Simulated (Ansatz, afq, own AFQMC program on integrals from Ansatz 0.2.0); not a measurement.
Where AFQMC and coupled cluster stand for GaBN, doublet

```xyz
3

B     0.0000    0.0000   -1.4672
N     0.0000    0.0000   -0.2052
Ga    0.0000    0.0000    1.6724
```

Connectivity, by distances: B–N–Ga.

Basis cc-pVDZ. Only valence electrons are correlated. Ansatz 0.2.0 and our own AFQMC program on the same integrals; the CISD trial comes from CCSD amplitudes, and released means the phaseless constraint is let go. Free AFQMC starts from the CCSD state and is never constrained. Its projection time is finite, and what remains of the start isn't in its error. Uncertainties: one standard error, sampling alone. No spin–orbit coupling.

Determinant: UHF, the one that the program's search chose, which needn't be the lowest solution. The geometry is a point of a scan.

No full CI on the walks' own integrals is used here; CCSDT(Q) serves as the reference and is uncertain by about the last step of the cluster series.

Cautions: no relativity below Rb; no spin-orbit coupling; inner d shell frozen; unrestricted determinant slightly spin contaminated (⟨S²⟩ 0.83 against 0.75).

The T1 diagnostic is 0.0303, the weight of the determinant in the CISD state is 0.846 and the ⟨S²⟩ of the determinant is 0.827. The size of the correlated space is 11 electrons in 39 orbitals.

Reference: CCSDT(Q), correlation energy -7.834 eV. The released energy is read at 2.40 1/Eh (meV from the phaseless value at times in 1/Eh: -29 ± 22 at 0.24, -56 ± 22 at 0.51, -53 ± 25 at 0.99, -82 ± 27 at 1.62, -73 ± 35 at 2.40).

```tsv
level	E − E(reference) (meV)	share of correlation (%)
HF	7834.1	0.00
MP2	911.4	88.37
CCSD	403.5	94.85
CCSD(T)	66.8	99.15
CCSDT	36.6	99.53
ph-AFQMC/CISD	67.5 ± 26.6	99.14
released AFQMC	-5.6 ± 35.3	100.07
free AFQMC	33.7 ± 25.2	99.57
```

Free projections are given only where their last times agree within the noise and don't stop above the reference; a slow remainder of the start can still hide under it. A walk keeps the symmetry of its determinant, which the program's search chose and which needn't be the lowest solution, so a lower state of the same spin and another symmetry isn't excluded. Released energies are given only where the last usable release times agree within the noise; a slower fall can still hide under it.
